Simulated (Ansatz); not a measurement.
**O2, singlet: the ladder up to full CI**

Geometry: a PBE0/def2-TZVP stationary point for this spin.

```yaml
atoms:
  - { symbol: O, position_ang: [0.0000, 0.0000, 0.0000] }
  - { symbol: O, position_ang: [0.0000, 0.0000, 1.1930] }
```

Basis 6-31G; Ansatz 0.2.0. Only valence electrons are correlated (noble-gas cores frozen), which leaves 12 electrons in 16 orbitals. Prefix R: restricted or restricted open-shell reference; prefix U: unrestricted. Active spaces: pair = (2e, 2o) about the gap; valence = (12e, 8o) chosen from the atoms' valence shells.

Full CI is exact within this basis and frozen core; it isn't the basis-set limit. The frozen core follows each run's orbitals, which can shift R against U totals by a few meV.

The determinant fills πx and πy unequally, so it is a mixture of Σ and Δ, which weighs on every level built on one determinant.

RHF is unstable: UHF (⟨S²⟩ = 1.01) lies 1.47 eV below the lowest RHF solution. Higher spins weren't run at this geometry and may lie near or lower.

```
UHF ⟨S²⟩                            : 1.012
⟨S²⟩ of the determinant under UCCSD : 1.015
T1 diagnostic (RCCSD)               : 0.0129
largest doubles amplitude (RCCSD)   : 0.195
```

| level | E − E(full CI) (kJ/mol) | share of correlation (%) | wall time |
| --- | --- | --- | --- |
| RHF | 733.3 | 0.00 | – |
| UHF† | 591.1 | – | 0.12 s |
| RMP2 | 35.3 | 95.19 | – |
| UMP2† | -46.5 | – | – |
| CISD | 97.5 | 86.70 | 0.15 s |
| RCCSD | 48.9 | 93.33 | – |
| UCCSD*† | -44.6 | – | – |
| RCCSD(T) | 25.6 | 96.51 | 0.21 s |
| UCCSD(T)*† | -70.9 | – | 0.63 s |
| BCCD(T) | 26.0 | 96.45 | 0.21 s |
| RCCSDT* | 12.8 | 98.26 | – |
| UCCSDT*† | -100.9 | – | – |
| CISDTQ | 11.7 | 98.41 | 3.2 s |
| RCCSDT(Q)* | -3.3 | 100.45 | 0.63 s |
| UCCSDT(Q)*† | -116.4 | – | 3.5 s |
| RCCSDTQ* | 1.1 | 99.84 | 8 s |
| UCCSDTQ*† | -110.9 | – | 48 s |
| CASSCF (valence space) | 360.9 | 50.78 | – |
| NEVPT2 (valence space) | 67.9 | 90.74 | 0.21 s |
| MRCISD (valence space) | 18.3 | 97.50 | – |
| MRCISD+Q (valence space) | 4.9 | 99.33 | 1.1 s |

An asterisk marks runs whose energy the program itself flagged as in doubt. A dagger marks rows that describe another state than the reference (another or a broken symmetry, a higher spin or other natural occupations), so the difference holds a gap between states beside the method's error.

The correlation energy at full CI, counted from RHF, is -7.600 eV. That run took 91 s on 1 thread of Arm Neoverse V2, shared host over 8,019,904 determinants.

Run but not shown, since their state, orbitals or frozen core can't be matched to the reference's or they repeat it: CASSCF (pair space), NEVPT2 (pair space), MRCISD (pair space), MRCISD+Q (pair space).

Times hold each run's SCF and search for its determinant on a shared host, so for small cases they say little of a method's own cost; they ran on 1 thread of Arm Neoverse V2. Some runs computed forces too.

Not variational, and here over 5 meV under the exact energy: RCCSDT(Q).

Unrestricted levels hold only the spin's projection, and here they fall towards a lower state of higher spin.

The full-CI state has the irrep Ag of D2h, in the program's axes (one component, if the state is degenerate).

Natural occupations of full CI about the gap: 1.953 1.936 1.936 1.042 1.042 0.045 0.013 0.013 0.011 0.009; effectively unpaired electrons, Σ n²(2−n)², 2.04. No single determinant describes this state well, so single-reference rows can miss without a flag.
